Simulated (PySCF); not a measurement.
# Name the molecule from its bond curve

A diatomic of charge 0 contains Si. Its doublet curve at PBE0 in a double-zeta basis (no relativity, PySCF), in eV from the separated fragments:

R (Å), E (eV) and a bar:
```
    1.803     -3.217 ###########################
    1.887     -3.795 ############
    1.971     -4.103 ###
    2.034     -4.209 #
    2.097     -4.236 
    2.160     -4.202 #
    2.244     -4.090 ####
    2.349     -3.878 #########
    2.474     -3.562 ##################
    2.642     -3.099 ##############################
```

The fit gives ωe = 520 cm⁻¹ and the rotational constant Bₑ = 0.2482 cm⁻¹.

Question: Which atom is the partner?

Answer: The minimum lies at 2.090 Å, so the reduced mass is 16.8576 u Å² cm⁻¹/(Bₑ·Re²) = 15.55 u. With Si at 27.98 u the partner weighs about 35.0 u: Cl. The molecule is SiCl.

The state is the lowest determinant that a PBE0 search found; another state may lie lower at other levels.
